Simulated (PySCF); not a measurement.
A structure optimised at PBE0-D3(BJ)/def2-SVP, used in a PySCF frequency run:

```
B
Cl 1 1.7417
Cl 1 1.7417 2 120.00
Cl 1 1.7417 2 120.00 3 180.00
```

Task: Write its SMILES, formula and point group.

Result: ClB(Cl)Cl, BCl3, D3h

Task: What are its rotational constants (standard atomic weights)?

Result: 3.1329, 3.1329, 1.5665 GHz
